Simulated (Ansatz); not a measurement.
Basis-set extrapolation for CHNO (`N#CO`) (PBE0-D4/def2-TZVP geometry, frozen core, the Gaussian-basis code of Ansatz). Multiplicity 1, RHF reference.

|  | def2-TZVPP | def2-QZVPP |
| --- | --- | --- |
| HF | -167.798672 | -167.805779 |
| MP2 correlation | -0.573382 | -0.615187 |
| CCSD(T) correlation | -0.601470 | -0.640020 |

Energies in hartree. Use E(X) = E(∞) + A·exp(−7.88·√X) for Hartree–Fock and E(X) = E(∞) + B·X^(−2.97) for correlation, with X = 3 and 4.

Q: What is the CCSD(T) energy at the basis-set limit?

A: HF limit: -167.805779 + (-0.007107) × 0.13774 = -167.80676. Correlation limit: -0.640020 + (-0.038550) × 0.74074 = -0.66858. Total: -168.47534 hartree, 197.4 kJ/mol below CCSD(T)/def2-TZVPP.
